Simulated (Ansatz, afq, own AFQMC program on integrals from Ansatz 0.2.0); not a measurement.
AFQMC on a folder of integrals that Ansatz 0.2.0 wrote.

```yaml
crystal:
  periodic: [false, false, false]
  atoms:
    - {symbol: B, position_ang: [0.000000, 0.000000, 0.000000]}
    - {symbol: N, position_ang: [0.000000, 0.000000, 4.389000]}
basis:
  gaussian: {orbitals: 6-31G}
magnetization: {spin_polarized: true, initial_magnetization: 2}
correlation: {method: ccsd_t, electrons: outside_noble_gas, hamiltonian_folder: ham}
```

```sh
$ ansatz run in.yaml --threads 1 --pin off --events-out ev --progress --plain --max-ram 16896MiB --backend cuda --devices 0, --max-vram 18GiB
```

afq runs on the folder ham with

```
--method phaseless --trial cisd --walkers 4000 --populations 20 --least-time 60 --time-step 0.005 --steps-per-block 50 --equilibration-blocks 40 --max-blocks 4000 --target-error 0.00034 --factor-cut 1e-05 --start spin_pure --seed 1330 --release-times 0.24,0.51,0.99,1.62,2.4 --release-step 0.03 --release-every 3 --taylor-order 6
```

Times are imaginary, in 1/Eh. The walk had a cap of 122 s. With eight or more populations the least sampling time is a fifth of least-time, and the error comes from their spread.

Output of the walk:

```
orbitals 16  electrons 5 3  factors 69 of 258
reference energy -78.90462999 Eh
CCSD correlation -0.07583245 Eh in 16 cycles, weight of the determinant in the CISD state 0.9298
energy of the start -78.979787 Eh
 block  time / (1/Eh)  mean weight  energy / Eh
     1     0.250  0.9999  -78.979620
     2     0.500  1.0000  -78.979867
     3     0.750  1.0000  -78.980161
     4     1.000  1.0000  -78.980372
     5     1.250  1.0000  -78.980461
    10     2.500  0.9996  -78.981064
    19     4.750  0.9999  -78.981107
    29     7.250  1.0000  -78.981260
    39     9.750  0.9998  -78.981202
    49    12.250  1.0005  -78.980959
    53    13.250  0.9999  -78.980884
    59    14.750  0.9998  -78.981474
    69    17.250  1.0001  -78.981034
    79    19.750  1.0000  -78.981010
    89    22.250  0.9996  -78.981952
error from the spread of 20 populations
released: time / (1/Eh)  energy / Eh  error  mean overlap
  0.24  -78.981103  0.000130  1.0006
  0.51  -78.981268  0.000034  1.0004
  0.99  -78.981265  0.000039  1.0036
  1.62  -78.981386  0.000054  0.9980
  2.40  -78.981243  0.000107  1.0004
energy -78.981196 +/- 0.000039 Eh
(rows thinned)
```

The run passed its tests (sampling time, drift between the halves within three errors, error under three times the target), which doesn't prove that it has relaxed.

Against this walk (error 1.1 meV) on the same determinant: CCSD(T) 6.4 meV higher, CCSDT(Q) 0.1 meV lower (within the noise), CCSDTQ 0.6 meV lower (within the noise), full CI 0.6 meV lower (within the noise). The error is statistical and leaves out the bias of the constraint. The determinant has ⟨S²⟩ = 3.00, so the low cluster orders mix in higher spin, while the walk starts as a pure triplet. Released to 2.40 1/Eh the energy moves by -1 ± 3 meV (both errors), within twice the noise. The determinant is a poor start (see the cautions), so the low cluster orders aren't to be relied on, and full CI is the sure value.

Cautions: constraint bias not in the error; lower spins were not checked; unrestricted determinant spin contaminated (⟨S²⟩ 3.00 against 2.00); the next higher spin lies close (full CI puts it 5 meV above).

The walk took 26 s on 1 × NVIDIA H100 80GB HBM3 with 2 threads of AMD EPYC 7R13 Processor (Zen 3) (shared host) (the card was shared). The log's last line is the phaseless energy.

CCSDT and higher add their correlation energy to the determinant of the CCSD(T) run, since their own runs factorise the integrals more tightly (a shift of under 2 meV). A walk keeps the symmetry of its determinant, which the program's search chose and which needn't be the lowest solution, so a lower state of the same spin and another symmetry isn't excluded.
